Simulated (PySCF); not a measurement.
Sulfuryl chloride fluoride, ClFO2S.
InChI=1S/ClFO2S/c1-5(2,3)4

Level: wB97X-D/def2-SVPD in PySCF, non-relativistic, on one gas-phase PBE0-D3(BJ)/def2-SVP geometry that isn't relaxed in the solvent. The solvent is an IEF-PCM continuum (Bondi radii, 1.10 Å for H, scaled by 1.2), and excitations are vertical TDDFT with non-equilibrium linear response and a frozen core. Only the electrostatic response of the medium enters.

```json
{"run": "gas", "E − E(gas) (kcal/mol)": "0.00", "HOMO (eV)": "-12.14", "HOMO–LUMO gap (eV)": "11.07", "dipole (D)": "1.52", "lowest singlet (eV)": "5.72", "static polarisability (au)": "42.9"}
{"run": "P", "E − E(gas) (kcal/mol)": "-0.95", "HOMO (eV)": "-12.07", "HOMO–LUMO gap (eV)": "11.09", "dipole (D)": "1.69", "lowest singlet (eV)": "5.73", "static polarisability (au)": "47.5"}
{"run": "Q", "E − E(gas) (kcal/mol)": "-2.42", "HOMO (eV)": "-11.98", "HOMO–LUMO gap (eV)": "11.12", "dipole (D)": "1.94", "lowest singlet (eV)": "5.74", "static polarisability (au)": "55.6"}
```

Question: The runs were made in cyclohexane and methanol. Which run belongs to which solvent?

Answer: P = cyclohexane, Q = methanol. The dielectric constants are 2.017 (cyclohexane), 32.61 (methanol), and the energy falls further as ε rises. The optical constants n² used for the excitations are 2.04, 1.77 in the same order. In this model the ground state sees the solvent through ε alone.

Question: How constant is the ratio of the lowering to (ε − 1)/(2ε + 1)?

Answer: 
| solvent | (ε − 1)/(2ε + 1) | E − E(gas) (kcal/mol) | ratio (kcal/mol) | polarisation term (kcal/mol) |
| --- | --- | --- | --- | --- |
| cyclohexane | 0.202 | -0.95 | -4.7 | -1.00 |
| methanol | 0.477 | -2.42 | -5.1 | -2.71 |

The ratio changes by +7.8 % in size from cyclohexane to methanol. The polarisation term is half the interaction of the solute with the induced surface charges.

Note: wB97X-D ran without an empirical dispersion term, which enters the total energy and its gradient alone.
